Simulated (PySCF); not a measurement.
Molecule: SMILES C#C[C@@H]1N[C@@H]1C, C$_{5}$H$_{7}$N.

Molfile (atoms numbered from 1):
```
C5H7N
     RDKit          3D

 13 13  0  0  0  0  0  0  0  0999 V2000
    2.3523    0.7975    0.3676 C   0  0  0  0  0  0  0  0  0  0  0  0
    1.4549   -0.0178    0.3509 C   0  0  0  0  0  0  0  0  0  0  0  0
    0.4071   -1.0047    0.3351 C   0  0  2  0  0  0  0  0  0  0  0  0
   -0.2906   -1.3273   -0.9136 N   0  0  0  0  0  0  0  0  0  0  0  0
   -1.0127   -0.5958    0.1057 C   0  0  2  0  0  0  0  0  0  0  0  0
   -1.3988    0.8422   -0.0831 C   0  0  0  0  0  0  0  0  0  0  0  0
    3.1486    1.5183    0.3789 H   0  0  0  0  0  0  0  0  0  0  0  0
    0.6003   -1.8735    0.9761 H   0  0  0  0  0  0  0  0  0  0  0  0
    0.0224   -0.6920   -1.6491 H   0  0  0  0  0  0  0  0  0  0  0  0
   -1.7663   -1.2075    0.6182 H   0  0  0  0  0  0  0  0  0  0  0  0
   -0.5750    1.4220   -0.5251 H   0  0  0  0  0  0  0  0  0  0  0  0
   -2.2767    0.9219   -0.7431 H   0  0  0  0  0  0  0  0  0  0  0  0
   -1.6581    1.3074    0.8802 H   0  0  0  0  0  0  0  0  0  0  0  0
  1  2  3  0
  2  3  1  0
  3  4  1  0
  4  5  1  0
  5  6  1  0
  5  3  1  0
  1  7  1  0
  3  8  1  1
  4  9  1  0
  5 10  1  1
  6 11  1  0
  6 12  1  0
  6 13  1  0
M  END
```

Geometry PBE0-D3(BJ)/def2-SVP throughout; GIAO in PySCF 2.14, gas phase, one conformer, non-relativistic; equivalent atoms averaged; basis pcSseg-1.

For orientation, BP86 gives these absolute shieldings σ: C2 93.7, C1 107.2, C5 142.9, C6 160.9, C3 152.9, N4 195.5, H7 29.42, H10 29.44, H11/H12/H13 29.91 ppm.

A run gave: C2 90.1, C1 105.3, C5 137.9, C6 156.1, C3 148.4, N4 189.7, H7 29.60, H10 29.54, H11/H12/H13 30.01 ppm (absolute shieldings σ).

Task: Which functional was used in that run?
A. LC-wPBE
B. PBE
C. LDA
D. BLYP
E. B97-2

Result: D. C6 tells them apart best: BLYP gives 156.1, LDA gives 163.2, PBE gives 161.5, LC-wPBE gives 171.5, B97-2 gives 165.3 ppm.
